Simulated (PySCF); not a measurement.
# SBrO₂−, an ion with solvent molecules as drawn: interaction energy

An exercise on one series of results from a longer session: the logs are not shown, and one member is left open.

Computed with PySCF 2.14.0; each step states its level. No surroundings beyond the atoms listed, unless a continuum is named. Atoms count from 0, parts from 1.

## The system as given

4 atoms, charge -1, multiplicity 1; geometry: GFN2-xTB. Parts: 1 = atom 0, `[Br-]`, charge -1; 2 = atoms 1–3, `O=S=O`, charge 0. In the given geometry Br0 and S2 of different parts are bonded (2.43 Å), so values for the parts refer to these atom groups.

The first run:

What the job is given:

```
{"job": {"xc": "PBE0", "basis": "def2-TZVPD", "d3": "d3bj", "grid": 3, "kind": "geom", "shake": 0.01}, "charge": -1, "multiplicity": 1, "parts": [{"atoms": "0-0", "charge": -1, "multiplicity": 1}, {"atoms": "1-3", "charge": 0, "multiplicity": 1}]}
Br     0.475335     0.306153    -0.162302
O      3.012643     1.670739    -1.312003
S      1.595813     2.091642    -1.365703
O      1.370524     3.292504    -0.563604
```

Run with:

```console
OMP_NUM_THREADS=1 python cluster_run.py task.json out
```

This one command runs all jobs of the session in turn.

Among the steps run: Relaxing the molecule at PBE0-D3(BJ)/def2-TZVPD; Coupled-cluster interaction energy: CCSD(T) and MP2, 2.67 Å; Coupled-cluster interaction energy: CCSD(T) and MP2, 2.80 Å; Coupled-cluster interaction energy: CCSD(T) and MP2, 2.93 Å; Coupled-cluster interaction energy: CCSD(T) and MP2, 2.53 Å; Coupled-cluster interaction energy: CCSD(T) and MP2, 3.33 Å; Coupled-cluster interaction energy: CCSD(T) and MP2, 2.40 Å; Coupled-cluster interaction energy: CCSD(T) and MP2, 4.00 Å; Coupled-cluster interaction energy: CCSD(T) and MP2, 5.33 Å.

One table of the session follows, with a row left open; its other results are not shown here.

It belongs to the step «Coupled-cluster interaction energy: CCSD(T) and MP2, 5.33 Å». 

```
                 method  interaction energy (kcal/mol)
         HF/aug-cc-pVDZ                          -4.72
        MP2/aug-cc-pVDZ                          -4.06
       CCSD/aug-cc-pVDZ                          -4.32
    CCSD(T)/aug-cc-pVDZ                          -4.20
         HF/aug-cc-pVQZ                          -4.70
        MP2/aug-cc-pVQZ                          -4.05
    SCS-MP2/aug-cc-pVQZ                          -4.08
      MP2, extrapolated                              ?
CCSD(T), limit estimate                          -4.20
```

Estimate the missing values for MP2, extrapolated.

As computed: interaction energy (kcal/mol): -4.07. In the column «interaction energy (kcal/mol)» it lies between SCS-MP2/aug-cc-pVQZ (-4.08) and MP2/aug-cc-pVDZ (-4.06).
